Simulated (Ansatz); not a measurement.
A made-up structure of BSiH3O, closed shell:

O1  (0.450, -1.772, 0.190)
B2  (-0.582, 1.205, -0.285)
Si3  (0.178, -0.508, 0.083)
H4  (-0.156, -2.424, -0.181)
H5  (0.354, 1.651, -0.783)
H6  (-0.544, 1.592, 0.797)
(Å)

It is relaxed with PBE-D4/def2-SVP and then PBE0-D4/def2-TZVP (Ansatz 0.2.0). Atoms count as bonded within 1.22 times the sum of their covalent radii (H–H: 0.88 Å). The end point is not checked to be a true minimum.

(1) Does its bonding change? (A judgement: the text doesn't fix the answer.)

## Answers

(1) By the calculation: No: no bond forms or breaks.

Where it ends: The first stage lowers the energy by 5.15 eV in 11 steps. It ends as BSiH₃O ([BH2][Si][OH]):
| atom | x (Å) | y (Å) | z (Å) |
| --- | --- | --- | --- |
| O1 | 0.3314 | -1.9430 | 0.1155 |
| B2 | -0.2017 | 0.9940 | -0.0774 |
| Si3 | 1.0012 | -0.4909 | 0.5516 |
| H4 | -0.5020 | -1.9455 | -0.3592 |
| H5 | 0.0384 | 1.5973 | -1.0887 |
| H6 | -0.9674 | 1.5307 | 0.6778 |

Labels in which every atom is bracketed show which atoms are joined, not bond orders.

For scale, one of the runs: PBE0-D4/def2-TZVP relaxation, 117 basis functions, launched by `ansatz run in.yaml --threads 2 --pin off --events-out ev --progress --plain --max-ram 4352MiB`. Hardware: 2 CPU threads of an AMD EPYC 7B13, shared host. Wall time about 11 s.
